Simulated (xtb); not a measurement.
C2H5, SMILES C[CH2] (connectivity only; charge and spin as stated), charge +1, multiplicity 1. All values are semi-empirical tight-binding results from xtb (GFN2-xTB unless named), good for trends rather than for accurate numbers. The structure is a stationary point at GFN2-xTB. The multiplicity is an assumed one; other spin states were not compared. The isomer is the one that the SMILES or the coordinates give; other isomers of the formula were not compared.

Optimised geometry:

Bond lengths (Å): C1–C2 1.386, C1–H3 1.088, C1–H4 1.087, C2–H5 1.115, C2–H6 1.089, C2–H7 1.115. Angles (°): C2–C1–H3 122.5, C2–C1–H4 121.5, H3–C1–H4 116.0, C1–C2–H5 110.0, C1–C2–H6 117.0, C1–C2–H7 110.0, H5–C2–H6 112.7, H5–C2–H7 91.5, H6–C2–H7 112.7.
Charge +1, spin multiplicity 1.

The point group as xtb finds it comes out as Cs. The orbital gap comes out as 2.69 eV. The zero-point energy is 35.4 kcal/mol and the G − E(el) at 298.15 K (modified RRHO) is 21.1 kcal/mol. The static polarisability (D4 model) comes out as 23.3 bohr³, the solvation energy, GFN2-xTB/ALPB(water) comes out as -71.6 kcal/mol and the solvation energy, GFN2-xTB/ALPB(toluene) is -50.7 kcal/mol.

Task: Give the IR lines (harmonic; lines under 4 % of the strongest left out, lines within 3 cm⁻¹ merged). (The exact figures need the calculation; the answer reports its results.)

Result: ν (cm⁻¹): 296 (m), 627 (w), 816 (w), 1057 (vs), 1100 (w), 1229 (m), 1334 (w), 1489 (w), 2679 (m), 2798 (m), 3007 (w), 3031 (w), 3049 (w) (against the strongest line: vs over 80 %, s over 45 %, m over 15 %, w over 4 %, vw less)

Computed atomic charges and the Wiberg bond orders between heavy atoms:
charges (e) C1 0.06, C2 -0.13, H3 0.19, H4 0.18, H5 0.27, H6 0.17, H7 0.27. Bond orders C1–C2 1.54.
